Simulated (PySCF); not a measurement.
SMILES ClCl, singlet (B3LYP/def2-SVP optimised geometry):

```
2

Cl    -1.028     0.000     0.000
Cl     1.028     0.000     0.000
```

Method: B3LYP/def2-TZVP (PySCF).

Problem. What are the frontier orbital energies and the dipole moment?

Solution. HOMO-2 -11.02 eV, HOMO-1 -8.54 eV, HOMO -8.54 eV, LUMO -3.87 eV, LUMO+1 6.26 eV; dipole moment 0.00 D.

Meta-Löwdin charges at B3LYP/def2-TZVP: Cl1 0.00, Cl2 0.00.
